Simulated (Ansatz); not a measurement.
# HOB, singlet: the ladder up to RCCSDT(Q)

Geometry: displaced at random from a stationary point.

```xyz
3

B     0.0844    0.0052    1.1605
O    -0.0805    0.0136   -0.1000
H    -0.0039   -0.0188   -1.0604
```

Basis cc-pVTZ; Ansatz 0.2.0. Only valence electrons are correlated (noble-gas cores frozen), which leaves 10 electrons in 72 orbitals. Prefix R: restricted or restricted open-shell reference. Active spaces: valence = (10e, 9o) chosen from the atoms' valence shells.

Full CI isn't at hand for all of this; RCCSDT(Q) serves as the reference, and is uncertain by the last step of the cluster series or more.

The UHF ⟨S²⟩ is 0.000 and the T1 diagnostic (RCCSD) is 0.0158. The largest doubles amplitude (RCCSD) is 0.083.

```json
{"level": "RMP2", "E − E(RHF) (eV)": "-8.5610"}
{"level": "RCCSD", "E − E(RHF) (eV)": "-8.9370"}
{"level": "RCCSD(T)", "E − E(RHF) (eV)": "-9.2818"}
```

Task: Estimate how far RCCSDT(Q) in cc-pVTZ lies from RCCSD(T). The table doesn't fix it; the size of (T) and the diagnostics are the guide.

Result: RCCSDT(Q) in cc-pVTZ lies 26 meV below RCCSD(T), which is 8 % of the (T) step (-345 meV). The diagnostics are small and one determinant leads, so the series closes fast and only a small part of (T) is left.

The other levels:

```
                 level  E − E(RCCSDT(Q)) (meV)  share of correlation (%)  wall time
               BCCD(T)                      22                     99.76      1.9 s
                RCCSDT                      18                     99.80          –
CASSCF (valence space)                    5733                     38.40          –
NEVPT2 (valence space)                    1501                     83.87        7 s
```

The correlation energy at RCCSDT(Q), counted from RHF, is -9.308 eV. That run took 80 s on 1 thread of Arm Neoverse N1, shared host.

Times hold each run's SCF and search for its determinant on a shared host, so for small cases they say little of a method's own cost; they ran on 1 thread of Arm Neoverse N1.

Natural occupations of CASSCF (valence space) about the gap: 1.999 1.987 1.980 1.976 1.976 0.024 0.024 0.020 0.014; effectively unpaired electrons, Σ n²(2−n)², 0.01.
